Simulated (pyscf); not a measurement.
## Substitution at Si: HN=N–SiH₃ (SMILES N=N[SiH3]) + H• (SMILES [H]) → •N=NH (SMILES [N]=N) + SiH₄ (SMILES [SiH4])

Gas phase, doublet surface, charge 0. Bonds broken: N1–Si5. Bonds formed: Si5–H6. Structures and frequencies: ωB97X-D3(BJ)/def2-SVP in PySCF.

Transition state (Å):

```xyz
8

N      0.6019     0.6165    -0.1408
N      0.3014     0.2253    -1.2637
H      1.5291    -0.5876     1.9976
H     -0.2075    -0.6963    -1.2552
Si     0.1909    -0.3340     1.4039
H     -0.3217    -1.4568     2.8959
H     -0.6612     0.6211     2.1584
H     -0.5172    -1.5449     0.8607
```

One imaginary mode, 709i cm⁻¹; descent along it reached the two sides named.

```tsv
bond	change	reactant side (Å)	saddle	product side
N1–Si5	breaks	1.805	1.860	3.2
Si5–H6	forms	3.4	1.936	1.492
```

Electronic energies relative to the separated reactants (kcal/mol):

```
level                   barrier  reaction energy  reverse barrier
----------------------  -------  ---------------  ---------------
ωB97X-D3(BJ)/def2-TZVP      3.4            -46.1             49.5
PBE/def2-TZVP              -7.2            -44.8             37.5
r²SCAN/def2-TZVP           -6.8            -48.2             41.4
B3LYP-D3(BJ)/def2-TZVP     -3.1            -48.4             45.3
PBE0-D3(BJ)/def2-TZVP      -1.7            -45.2             43.5
M06-2X/def2-TZVP            2.6            -43.8             46.4
ωB97M-D3(BJ)/def2-TZVP      3.3            -46.2             49.5
HF/def2-TZVP               12.8            -51.7             64.4
```

With ωB97M-D3(BJ)/def2-TZVP energies and thermal terms (ideal gas, 1 atm, RRHO with modes under 100 cm⁻¹ raised to 100, one conformer, R ln 2 for chiral ones without a mode under 150 cm⁻¹), in kcal/mol:

```
T (K)  ΔH‡   ΔG‡     ΔH     ΔG
-----  ---  ----  -----  -----
298    2.9   9.5  -45.3  -47.9
600    2.5  16.4  -46.4  -50.0
900    2.3  23.4  -47.6  -51.5
1200   2.0  30.4  -48.8  -52.7
```

At PBE, r²SCAN, B3LYP-D3(BJ), PBE0-D3(BJ) this geometry lies under the reactants; that is no barrier but a single point on another level's saddle; such a level's own saddle, if it has one, lies nearer that side and is low. From the product side, N≡N + H• + SiH₄ lies, by one bond made or cut, 51.4 kcal/mol under this saddle at ωB97M-D3(BJ). HN=N–SiH₃ lies 71.5 kcal/mol over its isomer H₂N–Si:–NH₂ [singlet] (electronic energy, ωB97M-D3(BJ)). One saddle was located; it need not be the lowest between these sides. The angle at the attacked Si is 174°.
